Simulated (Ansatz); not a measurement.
**BNH+ (triplet): the correlation ladder, def2-TZVPP**

An exercise on one series of results from a longer session: the logs are not shown, and one member is left open.

The runs use Ansatz 0.2.0, Gaussian basis; def2-TZVPP, core rule «outside noble gas», up to 2 orbitals frozen.

Plan: UHF; ROHF; CCSD(T) on UHF.

2 further runs of the same task are left out: 2 set aside as unsound or not needed.

## The geometry

The geometry is a PBE0/def2-TZVP stationary point (not a proven minimum) of the parent state, kept for this charge and spin.

3 atoms, charge 1, spin multiplicity 3.

Atoms are counted from 1 here; the program's logs count them from 0.

Bond lengths: B1–N2 1.306 Å, B1–H3 1.174 Å. Angles: N2–B1–H3 180.0°.

Set-up of the first run:

in.yaml

```yaml
crystal:
  periodic: [false, false, false]
  atoms:
    - {symbol: B, position_ang: [0.000000, 0.000000, 0.043923]}
    - {symbol: N, position_ang: [0.000000, 0.000000, -1.261739]}
    - {symbol: H, position_ang: [0.000000, 0.000000, 1.217815]}
basis:
  gaussian: {orbitals: def2-TZVPP}
total_charge: 1
magnetization: {spin_polarized: true, initial_magnetization: 2}
hamiltonian: {xc: hf}
output: {orbitals: {seedname: orbitals}}
```

Launch:

```bash
> ansatz run in.yaml --threads 1 --pin off --events-out ev --progress --plain --max-ram 4096MiB --backend cpu
```

Among the steps run: UHF; ROHF; CCSD(T) on UHF.

One of the session's tables, all rows but one given; the rest of the session is left out.

It belongs to the step «Misses and costs». 

| method | from UCCSD(T) (meV) |
| --- | --- |
| ROHF | +5941.3 |
| UHF | +5812.4 |
| UMP2 | ? |
| UCCSD | +163.9 |
| UCCSD(T) | 0 |

Q: Estimate the row for UMP2 from the others.

As computed: from UCCSD(T) (meV): +908.4. In the column «from UCCSD(T) (meV)» it lies between UCCSD (+163.9) and UHF (+5812.4).
